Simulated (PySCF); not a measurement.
# C₄H₆FN: NMR shifts, electronic excitations and K edges in gas and solvents, part 2 of 2

PySCF 2.14.0. Atoms count from 0. Earlier steps stand in the parts before.

## Step 6: Excited states and response: CAM-B3LYP/def2-SVPD in acetone

The job: settings as JSON, then the geometry in Å.

```
{"job": {"kind": "uv", "xc": "CAM-B3LYP", "basis": "def2-SVPD", "solvent": "acetone", "nstates": 6, "ntriplets": 0}, "charge": 0, "multiplicity": 1}
C      2.193773     0.427586    -0.306739
C      1.000965    -0.153201    -0.407856
F      0.837050    -1.261687    -1.143242
C     -0.255633     0.311335     0.239583
C     -1.483478    -0.498318    -0.064322
N     -0.197129     1.341239     0.985320
H      2.277366     1.324418     0.306357
H      3.063732     0.017181    -0.820770
H     -1.341449    -1.548749     0.232773
H     -1.685278    -0.506056    -1.146811
H     -2.357204    -0.089591     0.461238
H     -1.122863     1.557781     1.364359
```

With the program's defaults for keys left out, this is: TDDFT CAM-B3LYP/def2-SVPD, vertical, IEF-PCM acetone (non-equilibrium linear response), core orbitals frozen in the response.

Output:

```text
coarse grid: 10216 points
cycle   1  E = -310.1273634428  dE =  7.661e-01  |g| = 5.798e-01  |ddm| = 6.119e+00
cycle   2  E = -310.0945871420  dE =  3.278e-02  |g| = 7.454e-01  |ddm| = 2.321e+00
cycle   3  E = -310.1996525595  dE = -1.051e-01  |g| = 5.772e-02  |ddm| = 1.463e+00
cycle   4  E = -310.2003085018  dE = -6.559e-04  |g| = 3.247e-02  |ddm| = 1.878e-01
cycle   5  E = -310.2005361875  dE = -2.277e-04  |g| = 9.062e-03  |ddm| = 7.149e-02
cycle   6  E = -310.2005541141  dE = -1.793e-05  |g| = 2.656e-03  |ddm| = 2.815e-02
cycle   7  E = -310.2005557999  dE = -1.686e-06  |g| = 5.960e-04  |ddm| = 5.202e-03
final grid: 99664 points
cycle   8  E = -310.2517089242  dE = -2.672e-05  |g| = 4.455e-03  |ddm| = 8.425e-02
cycle   9  E = -310.2517082659  dE =  6.583e-07  |g| = 5.185e-03  |ddm| = 1.653e-02
cycle  10  E = -310.2517128600  dE = -4.594e-06  |g| = 4.500e-04  |ddm| = 6.420e-03
cycle  11  E = -310.2517129023  dE = -4.224e-08  |g| = 1.385e-04  |ddm| = 9.500e-04
cycle  12  E = -310.2517129070  dE = -4.741e-09  |g| = 5.524e-05  |ddm| = 4.778e-04
cycle  13  E = -310.2517129077  dE = -6.460e-10  |g| = 1.378e-05  |ddm| = 1.824e-04
converged SCF energy = -310.2517129077

Static polarisability (au): isotropic 76.241, principal 52.786 82.806 93.130

Singlet excitations
state   eV       nm        f      main configurations
  1   4.9385    251.1   0.00123   H-1->L 0.96
  2   5.5051    225.2   0.25149   H->L 0.98
  3   7.2354    171.4   0.02219   H->L+1 0.85, H->L+2 0.09
  4   7.5808    163.6   0.18783   H-2->L 0.93
  5   7.7154    160.7   0.00360   H-3->L 0.88
  6   7.9082    156.8   0.05130   H-1->L+1 0.75, H-1->L+3 0.16
```

Run time: 32 s. Hardware: 1 thread of Arm Neoverse N1, shared host; peak memory 0.81 GiB.

This run: HOMO -8.80 eV, LUMO -0.31 eV; lowest singlet 4.94 eV.

## Step 7: Excited states and response: CAM-B3LYP/def2-SVPD in chloroform

The job, as its differences from that of step 6:

```diff
@@ -1,2 +1,2 @@
-{"job": {"kind": "uv", "xc": "CAM-B3LYP", "basis": "def2-SVPD", "solvent": "acetone", "nstates": 6, "ntriplets": 0}, "charge": 0, "multiplicity": 1}
+{"job": {"kind": "uv", "xc": "CAM-B3LYP", "basis": "def2-SVPD", "solvent": "chloroform", "nstates": 6, "ntriplets": 0}, "charge": 0, "multiplicity": 1}
 C      2.193773     0.427586    -0.306739
```

Level: TDDFT CAM-B3LYP/def2-SVPD, vertical, IEF-PCM chloroform (non-equilibrium linear response), core orbitals frozen in the response.

Output:

```text
coarse grid: 10216 points
cycle   1  E = -310.1241255308  dE =  7.693e-01  |g| = 5.837e-01  |ddm| = 6.114e+00
cycle   2  E = -310.0882402495  dE =  3.589e-02  |g| = 7.586e-01  |ddm| = 2.328e+00
cycle   3  E = -310.1974740991  dE = -1.092e-01  |g| = 6.041e-02  |ddm| = 1.488e+00
cycle   4  E = -310.1981911053  dE = -7.170e-04  |g| = 3.386e-02  |ddm| = 1.869e-01
cycle   5  E = -310.1984346015  dE = -2.435e-04  |g| = 9.445e-03  |ddm| = 7.583e-02
cycle   6  E = -310.1984535223  dE = -1.892e-05  |g| = 2.782e-03  |ddm| = 2.675e-02
cycle   7  E = -310.1984553444  dE = -1.822e-06  |g| = 6.204e-04  |ddm| = 5.757e-03
final grid: 99664 points
cycle   8  E = -310.2496233069  dE = -2.670e-05  |g| = 4.419e-03  |ddm| = 8.380e-02
cycle   9  E = -310.2496226450  dE =  6.618e-07  |g| = 5.150e-03  |ddm| = 1.635e-02
cycle  10  E = -310.2496271917  dE = -4.547e-06  |g| = 4.581e-04  |ddm| = 6.219e-03
cycle  11  E = -310.2496272350  dE = -4.328e-08  |g| = 1.399e-04  |ddm| = 9.299e-04
cycle  12  E = -310.2496272396  dE = -4.646e-09  |g| = 5.854e-05  |ddm| = 4.709e-04
cycle  13  E = -310.2496272404  dE = -7.235e-10  |g| = 1.367e-05  |ddm| = 1.798e-04
converged SCF energy = -310.2496272404

Static polarisability (au): isotropic 71.040, principal 48.477 76.738 87.906

Singlet excitations
state   eV       nm        f      main configurations
  1   4.9129    252.4   0.00129   H-1->L 0.96
  2   5.4783    226.3   0.26187   H->L 0.98
  3   7.2167    171.8   0.02165   H->L+1 0.83, H->L+2 0.10
  4   7.5835    163.5   0.19301   H-2->L 0.93
  5   7.7355    160.3   0.00410   H-3->L 0.88
  6   7.8242    158.5   0.05062   H-1->L+1 0.74, H-1->L+3 0.16
```

It took 32 s on 1 thread of Arm Neoverse N1, shared host; peak memory 0.81 GiB.

In short: HOMO -8.77 eV, LUMO -0.29 eV; lowest singlet 4.91 eV.

## Step 8: K-edge absorption: BHandHLYP/aug-pcX-1+pcseg-1

The job, as its differences from that of step 7:

```diff
@@ -1,2 +1,2 @@
-{"job": {"kind": "uv", "xc": "CAM-B3LYP", "basis": "def2-SVPD", "solvent": "chloroform", "nstates": 6, "ntriplets": 0}, "charge": 0, "multiplicity": 1}
+{"job": {"kind": "xas", "xc": "BHandHLYP", "basis": {"default": "aug-pcX-1", "H": "pcseg-1"}}, "charge": 0, "multiplicity": 1}
 C      2.193773     0.427586    -0.306739
```

With the program's defaults for keys left out, this is: core-valence-separated TDA BHandHLYP/aug-pcX-1 H:pcseg-1, K edges, non-relativistic, gas phase.

Output:

```text
coarse grid: 10216 points
cycle   1  E = -310.2764643817  dE =  8.116e-01  |g| = 5.898e-01  |ddm| = 4.986e+00
cycle   2  E = -310.2558425601  dE =  2.062e-02  |g| = 7.164e-01  |ddm| = 1.419e+00
cycle   3  E = -310.3492043071  dE = -9.336e-02  |g| = 7.732e-02  |ddm| = 8.335e-01
cycle   4  E = -310.3503130632  dE = -1.109e-03  |g| = 4.673e-02  |ddm| = 1.311e-01
cycle   5  E = -310.3507265081  dE = -4.134e-04  |g| = 9.536e-03  |ddm| = 7.166e-02
cycle   6  E = -310.3507440924  dE = -1.758e-05  |g| = 2.871e-03  |ddm| = 1.699e-02
cycle   7  E = -310.3507459743  dE = -1.882e-06  |g| = 7.415e-04  |ddm| = 5.527e-03
final grid: 99664 points
cycle   8  E = -310.3874550702  dE = -7.484e-05  |g| = 3.606e-03  |ddm| = 7.287e-02
cycle   9  E = -310.3874554655  dE = -3.954e-07  |g| = 3.236e-03  |ddm| = 8.351e-03
cycle  10  E = -310.3874572562  dE = -1.791e-06  |g| = 4.824e-04  |ddm| = 3.785e-03
cycle  11  E = -310.3874572820  dE = -2.576e-08  |g| = 2.011e-04  |ddm| = 5.929e-04
cycle  12  E = -310.3874572898  dE = -7.759e-09  |g| = 2.539e-05  |ddm| = 2.160e-04
cycle  13  E = -310.3874572899  dE = -1.137e-10  |g| = 1.846e-05  |ddm| = 4.821e-05
converged SCF energy = -310.3874572899

C K edge
   eV          f      from atoms
  282.116   0.05387   C0
  283.145   0.06323   C3
  284.523   0.05436   C1
  284.798   0.00000   C4
  285.737   0.00929   C4
  286.111   0.01002   C0
  286.371   0.03222   C4
  286.592   0.03542   C4
  286.606   0.02136   C0
  287.226   0.00547   C0
  287.264   0.00193   C4
  287.525   0.00911   C0
  287.628   0.00121   C0
  287.717   0.00233   C0
  287.931   0.04921   C1
  287.943   0.00062   C4
  288.035   0.00328   C4
  288.048   0.00057   C0
  288.074   0.00029   C3
  288.183   0.00952   C4

N K edge
   eV          f      from atoms
  395.775   0.05334   N5
  399.743   0.02017   N5
  401.400   0.00563   N5
  401.545   0.00189   N5
  401.699   0.00731   N5
  402.104   0.00006   N5
  402.342   0.00039   N5
  402.401   0.00410   N5

F K edge
   eV          f      from atoms
  685.295   0.00591   F2
  686.462   0.01907   F2
  687.541   0.02169   F2
  688.023   0.00131   F2
  688.303   0.00601   F2
  688.504   0.00109   F2
  688.799   0.00017   F2
  688.919   0.00057   F2
```

Run time: 31 s. Hardware: 1 thread of Arm Neoverse N1, shared host; peak memory 0.99 GiB.

## Step 9: Comparing the runs: NMR shifts

Shifts (ppm) of some atoms, chosen among heavy atoms and hydrogens apart, means over like atoms, with basis size and wall time:

```tsv
run	C3	C1	C0	H7	H8	F2	N5	functions	time
PBE0/pcSseg-1 in acetone	179.1	172.1	100.4	5.25	2.16	-110.9	336.5	132	19 s
PBE0/pcSseg-1 in chloroform	177.9	171.7	100.3	5.19	2.11	-111.4	339.9	132	17 s
```

The continuum's effect on the ground state:

```tsv
solvent	ε	polarisation energy (Eh)	μ (D)
chloroform	4.71	-0.0064	1.82
acetone	20.49	-0.0089	1.95
```

## Step 10: Run by run: electronic excitations

Excitations and ground-state properties, with basis size and wall time:

```tsv
run	lowest singlet (eV)	brightest (eV)	f	gap (eV)	α (Å³)	μ (D)	functions	time
CAM-B3LYP/def2-SVPD	4.87	5.61	0.221	8.45	8.59	1.43	171	47 s
CAM-B3LYP/def2-SVPD in acetone	4.94	5.51	0.251	8.49	11.30	1.91	171	32 s
CAM-B3LYP/def2-SVPD in chloroform	4.91	5.48	0.262	8.48	10.53	1.77	171	32 s
```

The continuum's effect on the ground state:

```tsv
solvent	ε	polarisation energy (Eh)	μ (D)
chloroform	4.71	-0.0066	1.77
acetone	20.49	-0.0093	1.91
```

## Step 11: Outcome

The summary covers parts 1 to 2.

| quantity | value |
| --- | --- |
| point group | Cs |
| rotational constants (main isotopes) | 5.18, 3.50, 2.12 GHz |
| ¹³C shifts against TMS (PBE0/pcSseg-1, acetone) | 179.1, 172.1, 100.4, 27.8 ppm |
| ¹H shifts against TMS (PBE0/pcSseg-1, acetone, means over atoms taken as alike) | 9.86, 6.18, 5.25, 2.16 ppm |
| ¹⁹F shifts against CFCl3 (PBE0/pcSseg-1, acetone) | -110.9 ppm |
| ¹⁵N shifts against NH3 (PBE0/pcSseg-1, acetone) | 336.5 ppm |
| lowest singlet (CAM-B3LYP/def2-SVPD) | 4.87 eV (255 nm), f = 0.001 |
| brightest single state of those computed | state 2, 5.61 eV, f = 0.221 |
| surface potential, 1st and 99th percentile | -1.54 V and 1.38 V |
| C K edge | first line 282.12 eV, strongest 283.14 eV (f = 0.063) |
| N K edge | first line 395.77 eV, strongest 395.77 eV (f = 0.053) |
| F K edge | first line 685.29 eV, strongest 687.54 eV (f = 0.022) |
| range of the shift of N5 | 336.5 to 339.9 ppm |
| range of the lowest singlet | 4.87 to 4.94 eV |

In words: Relaxing lowered the energy by 0.048 eV in 4 steps; the close pair that moved most is C1–C3, from 1.471 to 1.488 Å. At PBE0/pcSseg-1: The widest tensor belongs to N5: span 580 ppm, with a paramagnetic part of -394 ppm. The first singlet state (HOMO−1→LUMO 0.96) lies at 4.87 eV and is weak; of the 6 states computed, the strongest absorption comes from state 2 at 5.61 eV. At CAM-B3LYP/def2-SVPD, counted by nearest atom on the grid, the HOMO lies on C0 34 %; C1 25 %, the LUMO on C3 22 %; N5 21 %. At the C edge the strongest single line lifts a 1s electron of C3 into LUMO (weight 0.76), 1.0 eV above the first line. At the N edge the strongest single line lifts a 1s electron of N5 into LUMO (weight 0.77), and it is the first line. At the F edge the strongest single line lifts a 1s electron of F2 into several orbitals, led by LUMO+1 (weight 0.28), 2.2 eV above the first line. Absolute edge energies from this method are off by several eV; spacings are better. In ppm, N5 moves most: its shift spreads over 3.4 ppm, from 336.5 (PBE0/pcSseg-1 in acetone) to 339.9 (PBE0/pcSseg-1 in chloroform). The continuum holds electrostatics alone: no hydrogen bonds to the solvent, and the gas-phase geometry is kept. The lowest singlet runs from 4.87 eV (CAM-B3LYP/def2-SVPD) to 4.94 eV (CAM-B3LYP/def2-SVPD in acetone), while the orbital gap spans 8.45 to 8.49 eV. The lowest state need not be the same one in every run.
